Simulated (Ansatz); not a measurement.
Born–Oppenheimer molecular dynamics of AlH$_{5}$OSi (8 atoms, charge 0, multiplicity 1). It starts from a relaxed structure.

These are results of RKS B3LYP/6-31G in Ansatz, not measurements.

```yaml
ensemble: NVE (velocity Verlet)
time_step: 0.25 fs
steps_asked: 250
starting_velocities_drawn_for: 300 K
seed: 356783
```

Frames 0.25 fs apart, positions in Å, forces in eV/Å.

Velocities at 17.5 fs (Å/ps):

```
Al 1.23 -0.07 -0.35
H 3.97 0.71 0.86
O -2.83 -2.07 3.34
Si 1.76 2.04 -0.88
H -5.36 -26.41 -1.52
H -6.98 7.22 -8.53
H -11.36 -16.49 7.55
H -17.55 12.72 -17.34
```

```xyz
8
Properties=species:S:1:pos:R:3:forces:R:3 time_fs=17.5 energy_less_start_eV=0.087 T=188
Al -0.150 0.110 0.101 -0.17 -0.30 -0.41
H -0.217 0.504 1.646 0.19 -0.01 0.04
O 1.116 -0.777 -0.650 0.49 -0.23 0.17
Si 2.454 -1.551 -1.390 -0.46 -0.01 -0.59
H 2.001 -2.731 -2.308 0.20 0.64 0.59
H 3.144 -0.511 -2.255 -0.03 -0.22 0.09
H 3.449 -2.062 -0.385 -0.08 -0.04 0.06
H -1.342 0.392 -0.920 -0.14 0.17 0.05
8
Properties=species:S:1:pos:R:3:forces:R:3 time_fs=17.75 energy_less_start_eV=0.091 T=182
Al -0.150 0.110 0.101 -0.25 -0.27 -0.45
H -0.216 0.505 1.646 0.19 -0.01 0.03
O 1.115 -0.777 -0.649 0.53 -0.24 0.15
Si 2.454 -1.550 -1.390 -0.50 -0.07 -0.61
H 2.000 -2.738 -2.308 0.22 0.71 0.62
H 3.142 -0.510 -2.257 -0.04 -0.24 0.11
H 3.446 -2.066 -0.383 -0.08 -0.02 0.04
H -1.346 0.395 -0.924 -0.07 0.15 0.11
8
Properties=species:S:1:pos:R:3:forces:R:3 time_fs=18 energy_less_start_eV=0.096 T=176
Al -0.150 0.110 0.101 -0.33 -0.24 -0.48
H -0.215 0.505 1.646 0.18 -0.01 0.03
O 1.114 -0.778 -0.649 0.56 -0.26 0.12
Si 2.454 -1.550 -1.390 -0.53 -0.13 -0.62
H 1.998 -2.744 -2.308 0.24 0.76 0.65
H 3.140 -0.508 -2.259 -0.04 -0.25 0.12
H 3.443 -2.070 -0.381 -0.08 0.00 0.03
H -1.351 0.398 -0.929 -0.01 0.13 0.16
8
Properties=species:S:1:pos:R:3:forces:R:3 time_fs=18.25 energy_less_start_eV=0.101 T=170
Al -0.149 0.110 0.100 -0.40 -0.22 -0.52
H -0.213 0.505 1.647 0.18 -0.01 0.02
O 1.114 -0.778 -0.648 0.59 -0.27 0.10
Si 2.455 -1.549 -1.390 -0.57 -0.19 -0.63
H 1.997 -2.749 -2.308 0.25 0.81 0.67
H 3.139 -0.507 -2.261 -0.04 -0.27 0.13
H 3.441 -2.074 -0.379 -0.08 0.02 0.01
H -1.355 0.402 -0.933 0.05 0.12 0.22
8
Properties=species:S:1:pos:R:3:forces:R:3 time_fs=18.5 energy_less_start_eV=0.106 T=163
Al -0.149 0.110 0.100 -0.47 -0.19 -0.55
H -0.212 0.505 1.647 0.18 -0.01 0.02
O 1.113 -0.779 -0.647 0.63 -0.28 0.08
Si 2.455 -1.549 -1.391 -0.60 -0.23 -0.63
H 1.996 -2.754 -2.307 0.27 0.85 0.68
H 3.137 -0.505 -2.263 -0.03 -0.27 0.14
H 3.438 -2.078 -0.377 -0.07 0.03 0.00
H -1.360 0.405 -0.937 0.11 0.10 0.27
8
Properties=species:S:1:pos:R:3:forces:R:3 time_fs=18.75 energy_less_start_eV=0.112 T=156
Al -0.149 0.110 0.100 -0.54 -0.16 -0.58
H -0.210 0.505 1.647 0.18 -0.01 0.01
O 1.112 -0.780 -0.646 0.65 -0.29 0.06
Si 2.456 -1.548 -1.391 -0.63 -0.28 -0.62
H 1.996 -2.759 -2.305 0.28 0.89 0.69
H 3.135 -0.504 -2.265 -0.03 -0.28 0.15
H 3.434 -2.082 -0.375 -0.07 0.05 -0.02
H -1.364 0.409 -0.941 0.17 0.08 0.31
8
Properties=species:S:1:pos:R:3:forces:R:3 time_fs=19 energy_less_start_eV=0.117 T=150
Al -0.149 0.110 0.100 -0.60 -0.13 -0.61
H -0.209 0.505 1.647 0.17 -0.01 0.00
O 1.112 -0.780 -0.645 0.68 -0.30 0.03
Si 2.456 -1.548 -1.391 -0.66 -0.32 -0.60
H 1.995 -2.763 -2.304 0.29 0.92 0.70
H 3.133 -0.503 -2.267 -0.03 -0.29 0.16
H 3.431 -2.086 -0.373 -0.07 0.07 -0.03
H -1.369 0.412 -0.944 0.22 0.07 0.36
8
Properties=species:S:1:pos:R:3:forces:R:3 time_fs=19.25 energy_less_start_eV=0.122 T=144
Al -0.148 0.110 0.100 -0.66 -0.11 -0.64
H -0.207 0.505 1.648 0.17 -0.01 0.00
O 1.111 -0.781 -0.644 0.71 -0.31 0.01
Si 2.456 -1.547 -1.391 -0.69 -0.36 -0.58
H 1.995 -2.766 -2.301 0.29 0.94 0.70
H 3.131 -0.502 -2.268 -0.02 -0.29 0.16
H 3.428 -2.090 -0.371 -0.07 0.09 -0.05
H -1.373 0.416 -0.948 0.27 0.05 0.40
8
Properties=species:S:1:pos:R:3:forces:R:3 time_fs=19.5 energy_less_start_eV=0.126 T=138
Al -0.148 0.110 0.100 -0.72 -0.08 -0.66
H -0.205 0.506 1.648 0.17 -0.02 -0.01
O 1.111 -0.781 -0.643 0.73 -0.32 -0.01
Si 2.457 -1.547 -1.392 -0.71 -0.39 -0.56
H 1.995 -2.769 -2.299 0.30 0.96 0.69
H 3.129 -0.502 -2.270 -0.02 -0.29 0.17
H 3.425 -2.094 -0.370 -0.07 0.11 -0.06
H -1.377 0.419 -0.951 0.32 0.04 0.44
8
Properties=species:S:1:pos:R:3:forces:R:3 time_fs=19.75 energy_less_start_eV=0.129 T=134
Al -0.148 0.110 0.099 -0.77 -0.06 -0.68
H -0.204 0.506 1.648 0.16 -0.02 -0.02
O 1.110 -0.782 -0.643 0.76 -0.33 -0.03
Si 2.457 -1.546 -1.392 -0.74 -0.42 -0.53
H 1.995 -2.772 -2.296 0.30 0.97 0.68
H 3.127 -0.501 -2.271 -0.01 -0.29 0.17
H 3.422 -2.098 -0.368 -0.07 0.13 -0.07
H -1.380 0.423 -0.954 0.36 0.02 0.47
8
Properties=species:S:1:pos:R:3:forces:R:3 time_fs=20 energy_less_start_eV=0.132 T=130
Al -0.148 0.110 0.099 -0.81 -0.04 -0.70
H -0.202 0.506 1.649 0.16 -0.02 -0.02
O 1.110 -0.782 -0.642 0.78 -0.33 -0.05
Si 2.457 -1.546 -1.393 -0.76 -0.45 -0.49
H 1.995 -2.773 -2.292 0.29 0.97 0.67
H 3.125 -0.501 -2.272 0.00 -0.29 0.17
H 3.419 -2.102 -0.366 -0.06 0.14 -0.08
H -1.384 0.427 -0.957 0.40 0.01 0.51
8
Properties=species:S:1:pos:R:3:forces:R:3 time_fs=20.25 energy_less_start_eV=0.134 T=127
Al -0.147 0.110 0.099 -0.85 -0.02 -0.71
H -0.200 0.506 1.649 0.16 -0.02 -0.03
O 1.109 -0.783 -0.641 0.80 -0.34 -0.07
Si 2.458 -1.546 -1.393 -0.78 -0.47 -0.45
H 1.995 -2.774 -2.288 0.29 0.97 0.65
H 3.123 -0.501 -2.274 0.01 -0.29 0.17
H 3.415 -2.106 -0.364 -0.06 0.16 -0.10
H -1.387 0.430 -0.959 0.44 0.00 0.54
```

Of the whole run (62 fs, mean temperature of the second half 146 K): The conserved energy stayed within 0.03 meV per atom of its start (net change 0.0054 meV per atom), so the integration is sound. Over the second half the temperature averaged 0.49 of the 300 K drawn at the start: a run that starts near a minimum puts about half its kinetic energy into the potential. A run of 0.062 ps of so small a system gives no equilibrium averages. Limits of this set-up: no polarisation functions.

Run time: 6.4 min on 1 thread of Arm Neoverse V2, with other jobs on the host, peak memory 0.096 GiB.
